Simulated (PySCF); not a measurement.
# How the method moves the HOMO and LUMO of `CN=[PH3]`

Species: CH6NP.
Geometry (PBE0-D3(BJ)/def2-SVP, Å), atoms numbered from 1 in this order:
```
atom  x, y, z in Å
C1    -1.553   -0.491    0.042
N2    -0.411    0.089   -0.606
P3     1.042    0.068   -0.049
H4    -1.490   -1.593    0.166
H5    -2.453   -0.301   -0.566
H6    -1.765   -0.073    1.049
H7     1.762   -1.166    0.163
H8     1.912    0.742   -0.934
H9     1.384    0.688    1.209
```

Basis pcSseg-2 throughout (PySCF), one geometry. Geometry: PBE0-D3(BJ)/def2-SVP; no solvent, vibrations or thermal averaging.

How do the orbital energies, the gap and the dipole change with the method?

```tsv
method	kind	HOMO (eV)	LUMO (eV)	gap (eV)	μ (D)	SCF cycles
BLYP	GGA	-4.99	-0.62	4.38	2.26	14
OPBE	GGA	-5.08	-0.49	4.59	2.23	14
B97-D	GGA	-5.09	-0.55	4.53	2.29	13
PBE	GGA	-5.10	-0.70	4.40	2.26	14
KT2	GGA	-5.16	-0.77	4.39	2.27	15
LDA	LDA	-5.19	-0.94	4.24	2.35	14
KT3	GGA	-5.20	-0.71	4.48	2.23	14
BP86	GGA	-5.20	-0.71	4.49	2.28	13
B3LYP	global hybrid	-6.11	-0.07	6.04	2.48	13
PBE0	global hybrid	-6.31	0.19	6.49	2.52	13
mPW1PW91	global hybrid	-6.34	0.21	6.54	2.53	13
HF	Hartree–Fock	-9.27	2.59	11.86	3.05	11
```

The HOMO spans 4.28 eV, from BLYP down to HF, and the gap runs from 4.24 eV (LDA) to 11.86 eV (HF). Over the methods BLYP (0 %), OPBE (0 %), B97-D (0 %), PBE (0 %), KT2 (0 %), LDA (0 %), KT3 (0 %), BP86 (0 %), B3LYP (20 %), PBE0 (25 %), mPW1PW91 (25 %), HF (100 %), a straight line through the gap against the share of exact exchange rises by 0.75 eV for each 10 % (correlation coefficient 0.998). The dipole ranges from 2.23 D (OPBE) to 3.05 D (HF). This basis has no diffuse functions.
